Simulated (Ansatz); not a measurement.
## Heat of formation of N2H4 (hydrazine) from total energies

N2H4: 6 atoms, total charge 0, spin state singlet. SMILES: `NN`. The shape is that of a PBE0-D4/def2-TZVP optimisation. This is one conformer, not always the lowest.

```xyz
6

N    -0.1351   -0.7017    0.1959
N     0.4473    0.5838    0.0899
H    -1.0762   -0.7376   -0.1805
H     0.4387   -1.3522   -0.3227
H     0.1039    1.1047   -0.7097
H     0.2215    1.1029    0.9271
```

Total energies at PBE0/cc-pVTZ (Ansatz 0.2.0); the atoms run unrestricted:

| species | state | energy (Eh) |
| --- | --- | --- |
| N2H4 | singlet | -111.782146 |
| N | quartet | -54.541602 |
| H | doublet | -0.501038 |

Harmonic wavenumbers at PBE0-D4/def2-TZVP, in cm⁻¹: 466, 810, 972, 1152, 1305, 1337, 1681, 1695, 3488, 3495, 3593, 3599.

Measured heats of formation of the gaseous atoms at 298.15 K, in kJ/mol: N 472.4, H 218.0. Take 1 Eh = 2625.50 kJ/mol, 1 cm⁻¹ = 0.0119627 kJ/mol, RT = 2.479 kJ/mol.

What heat of formation follows?


1. Electronic atomisation energy: 2 × (-54.541602) + 4 × (-0.501038) − (-111.782146) = 0.694790 Eh = 1824.2 kJ/mol.
2. Zero-point energy: half the sum of the wavenumbers, 11796.5 cm⁻¹ = 141.1 kJ/mol.
3. Thermal vibrational enthalpy, Σ hcν̃/(exp(hcν̃/kT) − 1): 1.1 kJ/mol. Translation, rotation and pV of a non-linear molecule: 4 RT = 9.9 kJ/mol.
4. The 6 free atoms carry 5/2 RT each: 37.2 kJ/mol.
5. Atomisation enthalpy at 298 K: 1824.2 − 141.1 − 1.1 − 9.9 + 37.2 = 1709.3 kJ/mol.
6. Sum of the atoms' heats of formation: 1816.8 kJ/mol. Heat of formation: 1816.8 − 1709.3 = +107.5 kJ/mol.

The tabulated value is +95.5 kJ/mol (Active Thermochemical Tables), so this level is off by +12.0 kJ/mol, or 0.7 % of the atomisation enthalpy. Anharmonicity and any spin-orbit splitting of the molecule are left out.
